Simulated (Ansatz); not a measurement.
**SiHO+ (SMILES O=[SiH+]): single points off equilibrium**

An exercise on one series of results from a longer session: the logs are not shown, and one member is left open.

The runs use Ansatz 0.2.0, Gaussian basis; single points in def2-TZVPP.

Cores are frozen in the correlated methods.

## Where the work starts

SMILES `O=[SiH+]`, 3 atoms, charge 1, spin multiplicity 1.

Atoms are counted from 1 here; the program's logs count them from 0.

Bond lengths: O1–Si2 1.450 Å, Si2–H3 1.410 Å. Angles: O1–Si2–H3 150.5°.

As a file:

```xyz
3
HOSi
O    -0.8569    1.0585   -0.4044
Si   -0.0330   -0.0340    0.0750
H     0.3644   -0.9106    1.1050
```

Set-up of the first run:

run/in.yaml reads:

```yaml
crystal:
  periodic: [false, false, false]
  atoms:
    - {symbol: O, position_ang: [-0.856877, 1.058506, -0.404433]}
    - {symbol: Si, position_ang: [-0.033012, -0.033974, 0.075015]}
    - {symbol: H, position_ang: [0.364422, -0.910569, 1.105017]}
basis:
  gaussian: {orbitals: def2-TZVPP}
total_charge: 1
hamiltonian: {xc: pbe, dispersion: d4}
output: {forces: true}
```

The run is started by

```sh
$ ansatz run in.yaml --threads 2 --pin off --events-out ev --progress --plain --max-ram 3481MiB
```

Among the steps run: PBE-D4/def2-TZVPP; r2SCAN-D4/def2-TZVPP; PBE0-D4/def2-TZVPP; wB97M-V/def2-TZVPP; CCSD(T)/def2-TZVPP.

One of the session's tables, all rows but one given; the rest of the session is left out.

| method | RMS force component (eV/Å) | angle to CCSD(T) forces (°) |
| --- | --- | --- |
| PBE-D4 | 1.703 | 4.4 |
| r2SCAN-D4 | ? | ? |
| PBE0-D4 | 1.144 | 14.1 |
| wB97M-V | 1.101 | 10.3 |
| CCSD(T) | 1.606 | reference |

Q: Estimate the row for r2SCAN-D4 from the others.

As computed: RMS force component (eV/Å): 1.338; angle to CCSD(T) forces (°): 7.7. In the column «RMS force component (eV/Å)» it lies between PBE0-D4 (1.144) and CCSD(T) (1.606).

Limits of these values: The reference is not at the basis limit: in triple zeta CCSD(T) underbinds, which counts against methods that bind more; the gaps are no ranking. The T1 diagnostic is large here, over the usual mark for main-group molecules (transition-metal compounds often pass it harmlessly), so CCSD(T) itself may be off.
